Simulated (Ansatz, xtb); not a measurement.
## Ranking isomers of C3H3FOS

6 gas-phase structures of C3H3FOS, from a drawn sample of its isomers (lower ones may exist). Each was relaxed with GFN2-xTB; where two conformers were screened, the lower at r2SCAN-D4/def2-SVP//GFN2-xTB is listed:

A. `FCOC=C=S`, a singlet
B. `OCC(F)=C=S`, a singlet
C. `FC1=COCS1`, a singlet
D. `CC1=C(F)OS1`, a singlet
E. `O=C=CSCF`, a singlet
F. `F[C@@H]1COC1=S`, a singlet

Question: Make a reasoned guess at their ranking by r2SCAN-D4/def2-SVP//GFN2-xTB single-point energy.

Answer: Calculated order at r2SCAN-D4/def2-SVP//GFN2-xTB: E (0.0), F (0.5), C (8.3), B (18.1), A (18.9), D (23.3) kcal/mol. Less than 1 kcal/mol parts E and F; B and A, so the order within those pairs means little.

Energies above the lowest of each column, in kcal/mol; the last columns are at r2SCAN-D4/def2-SVP geometries and were run for some of them only (a dash: not run or not comparable):

| structure | GFN2-xTB | HF/STO-3G | r2SCAN-D4/def2-SVP//GFN2-xTB | r2SCAN-D4/def2-SVP | CCSD(T)/def2-SVP + ΔMP2/def2-TZVPP |
| --- | --- | --- | --- | --- | --- |
| E | 12.3 | 33.5 | 0.0 | 0.0 | 0.0 |
| F | 5.9 | 14.3 | 0.5 | 1.4 | 3.0 |
| C | 0.0 | 0.0 | 8.3 | 7.9 | 7.4 |
| B | 25.7 | 52.8 | 18.1 | 18.4 | – |
| A | 22.1 | 50.3 | 18.9 | 18.9 | – |
| D | 12.4 | 24.3 | 23.3 | – | – |

CCSD(T)/def2-SVP + ΔMP2/def2-TZVPP puts E lowest of those it was run on; GFN2-xTB picks C, HF/STO-3G picks C. Flexible structures stand in one conformer each, not always the lowest. Frequencies (r2SCAN-D4/def2-SVP) were run for C, E, F alone. ΔMP2 is the change of the MP2 energy from the smaller to the larger basis.

Over these structures GFN2-xTB departs from r2SCAN-D4/def2-SVP//GFN2-xTB by 7.4 kcal/mol on average once a common shift is removed. A GFN2-xTB relaxation took about 0.12 s and the r2SCAN-D4/def2-SVP//GFN2-xTB energy about 1.6 s on a shared host (Ansatz 0.2.0, xtb 6.7.1).
